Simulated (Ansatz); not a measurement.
Relaxation of C2H4OS (8 atoms, charge 0, multiplicity 1), to a largest force component of 0.03 eV/Å in at most 50 steps.

The calculation used RKS PBE/def2-mTZVP in Ansatz 0.2.0.

```xyz
8
Properties=species:S:1:pos:R:3
H -0.845 -1.821 -1.541
S 0.362 -1.622 -0.946
C -0.422 -0.155 -0.217
C 0.459 0.708 0.646
O -1.588 0.063 -0.478
H -0.159 1.299 1.331
H 1.001 1.422 0.005
H 1.192 0.106 1.200
```

Where does it end, and by what steps?

It converged. After 6 steps the energy has fallen by 0.076 eV; H1 moved furthest, 0.19 Å.

| step | energy less start (eV) | largest force component (eV/Å) | accepted |
| --- | --- | --- | --- |
| 0 | 0.0000 | 0.423 | yes |
| 1 | -0.0659 | 0.444 | yes |
| 2 | -0.0747 | 0.149 | yes |
| 3 | -0.0761 | 0.058 | yes |
| 4 | -0.0761 | 0.055 | yes |
| 5 | -0.0764 | 0.036 | yes |
| 6 | -0.0765 | 0.006 | yes |

```xyz
8
Properties=species:S:1:pos:R:3
H -0.761 -1.969 -1.620
S 0.339 -1.594 -0.909
C -0.476 -0.114 -0.209
C 0.458 0.710 0.646
O -1.632 0.169 -0.439
H -0.131 1.291 1.366
H 1.003 1.413 -0.003
H 1.198 0.092 1.170
```

Whether the end is a true minimum wasn't checked by a vibrational analysis.

The run took 6.5 s on 2 threads of INTEL(R) XEON(R) PLATINUM 8581C CPU @ 2.30GHz (Emerald Rapids), on a shared host, peak memory 0.18 GiB.
